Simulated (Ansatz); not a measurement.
# BNH3 (quartet): from Hartree-Fock to the top rungs at distance B1–H4 along a hydrogen transfer = 1.621 Å, cc-pVDZ

The task here is to estimate one member of a computed series from the others.

The runs use Ansatz 0.2.0, Gaussian basis; cc-pVDZ, core rule «outside noble gas», up to 2 orbitals frozen.

Plan: UHF; CCSD(T) on ROHF; CCSD(T) on UHF; BCCD(T) on ROHF; CISD; CCSDT(Q) on ROHF; CCSDT(Q) on UHF; CASSCF and MRCISD+Q, 5 electrons in 5 orbitals; CASSCF and NEVPT2, 5 electrons in 5 orbitals.

16 further runs of the same task are left out: 8 for a known fault of the program, 4 that didn't finish, 4 set aside as unsound or not needed.

**The geometry**

The geometry derives from fragments relaxed apart (PBE0/def2-TZVP) and kept rigid, so it is no stationary point. A hydrogen atom is moved between rigid fragments.

5 atoms, charge 0, spin multiplicity 4.

Atoms are counted from 1 here; the program's logs count them from 0.

Bond lengths: B1–H2 1.193 Å, B1–H3 1.193 Å, H4–N5 1.211 Å. Angles: H2–B1–H3 120.0°.

As a file:

```xyz
5
BH3N
B    -1.44022    0.00000    0.00000
H    -2.03695    1.03357    0.00000
H    -2.03695   -1.03357    0.00000
H     0.18078    0.00000    0.00000
N     1.39178    0.00000    0.00000
```

Set-up of the first run:

in.yaml

```yaml
crystal:
  periodic: [false, false, false]
  atoms:
    - {symbol: B, position_ang: [-1.440220, 0.000000, 0.000000]}
    - {symbol: H, position_ang: [-2.036953, 1.033571, 0.000000]}
    - {symbol: H, position_ang: [-2.036953, -1.033571, 0.000000]}
    - {symbol: H, position_ang: [0.180780, 0.000000, 0.000000]}
    - {symbol: N, position_ang: [1.391780, 0.000000, 0.000000]}
basis:
  gaussian: {orbitals: cc-pVDZ}
magnetization: {spin_polarized: true, initial_magnetization: 3}
hamiltonian: {xc: hf}
output: {orbitals: {seedname: orbitals}}
```

The run is started by

```bash
> ansatz run in.yaml --threads 1 --pin off --events-out ev --progress --plain --max-ram 2393MiB
```

Steps of the session up to this table: UHF; CCSD(T) on ROHF; CCSD(T) on UHF; BCCD(T) on ROHF; CISD; CCSDT(Q) on ROHF; CCSDT(Q) on UHF; CASSCF and MRCISD+Q, 5 electrons in 5 orbitals; CASSCF and NEVPT2, 5 electrons in 5 orbitals.

One of the session's tables, all rows but one given; the rest of the session is left out.

It belongs to the step «Misses and costs». 

```
       method  from UCCSDT(Q) (kJ/mol)
         ROHF                   +639.2
          UHF                   +593.8
         RMP2                   +117.6
         UMP2                   +124.2
         CISD                    +53.3
        RCCSD                    +14.6
        UCCSD                    +13.6
     RCCSD(T)                     +3.1
     UCCSD(T)                     +3.0
      BCCD(T)                     +3.1
       RCCSDT                     +0.8
       UCCSDT                     +0.6
    RCCSDT(Q)                        ?
    UCCSDT(Q)                        0
  CASSCF pair                   +550.7
  NEVPT2 pair                   +112.8
  MRCISD pair                    +43.6
MRCISD+Q pair                     +2.4
```

**Question.** Estimate the row for RCCSDT(Q).

**Answer.** from UCCSDT(Q) (kJ/mol): +0.2. In the column «from UCCSDT(Q) (kJ/mol)» it lies between UCCSDT(Q) (0) and UCCSDT (+0.6).

To keep in mind: Restricted and unrestricted rows rest on different reference determinants; where their highest levels disagree by more than a few hundredths of an eV, they describe different states and don't form one ladder.
